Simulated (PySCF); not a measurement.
**Calculated NMR parameters of ABN**

```
Formula                               : C7H6N2
SMILES                                : N#Cc1ccc(N)cc1
InChI                                 : InChI=1S/C7H6N2/c8-5-6-1-3-7(9)4-2-6/h1-4H,9H2
Point group of the computed structure : Cs
Degrees of unsaturation               : 6
Carbon signals                        : 5
Proton signals                        : 3
```

Atom-mapped SMILES (the numbers label the heavy atoms): `[N:1]#[C:2][c:3]1[cH:4][cH:5][c:6]([NH2:7])[cH:8][cH:9]1`. Each H is labelled by its parent atom.

All values are calculated (PySCF 2.14): PBE0-D3(BJ)/def2-SVP geometry, J couplings at B3LYP/pcJ-1 (without the spin–dipole term), shieldings: GIAO KT3/pcSseg-1. No solvent model, equivalent nuclei averaged, non-relativistic Hamiltonian, one computed conformer.

Referencing at the same level of theory: 1H (σref 31.32), 13C (σref 182.31) against TMS; 15N (σref 262.01) against NH3.

| carbon | δC, type | δH (multiplicity, J in Hz) | HMBC from (abs. J ≥ 3 Hz) | span of the C tensor (ppm) |
| --- | --- | --- | --- | --- |
| C2 | 113.3, C | – | H(C4)/H(C9) | 327 |
| C3 | 95.8, C | – | H(C5)/H(C8) | 158 |
| C4/C9 | 127.7, CH | 7.08 (d, 9.4) | H(C4)/H(C9) | 206 |
| C5/C8 | 105.6, CH | 6.18 (d, 9.4) | H(C5)/H(C8) | 159 |
| C6 | 139.7, C | – | H(C4)/H(C9) | 182 |

Other nuclei:
| atoms | nucleus | environment | δ (ppm) | σ (ppm) |
| --- | --- | --- | --- | --- |
| H(N7) | 1H | hydrogen on an aniline-type nitrogen | 3.40 | 27.92 |
| N1 | 15N | nitrile nitrogen | 287.2 | -25.2 |
| N7 | 15N | aniline-type nitrogen | 81.6 | 180.4 |

Selected couplings (Hz, signed; the shortest-range and largest first, 30 at most; isotopes 13C, 1H, 15N): 1J(C4,H(C4)) 170.4, 1J(C5,H(C5)) 165.5, 3J(H(C4),H(C5)) 9.4, 3J(N7,H(C5)) -2.5.

- Carbon types of the structure: 3 × C, 4 × CH, leaving 2 H on heteroatoms.
- δC 139.7: aromatic carbon bearing nitrogen; an ipso carbon deshielded by its heteroatom.
- δC 127.7, 105.6: aromatic CH.
- δC 113.3: nitrile carbon; this is the usual window of a C≡N carbon, which has no attached hydrogen.
- δC 95.8: substituted aromatic carbon.
- δH 3.40: hydrogen on an aniline-type nitrogen; exchangeable, gas-phase position.
- The protons at 7.08 and 6.18 share a coupling of 9.4 Hz (vicinal, an ortho-type coupling).

The OH or NH signal is concentration- and solvent-dependent in practice; the value given is the gas-phase one. Splittings below 1 Hz are ignored in the labels, and close J values are merged. Couplings among chemically equivalent protons are left out too, so labels in AA′BB′ or AA′XX′ sets are apparent multiplicities. Unscaled 3J(H,H) at this level run about 10 % above measured values. Shifts are as computed, not scaled to solution data. Of 1211 compounds with measured shifts, 218 miss one by over three times the rms of a fit or turn the order of signals round; such compounds aren't used in these exercises. Experimental scales use liquid or dissolved standards, which lie at an offset from isolated NH3 (liquid NH3: subtract about 20 ppm). Unscaled 15N shifts of sp2 nitrogen come out 20 to 40 ppm too high even then.
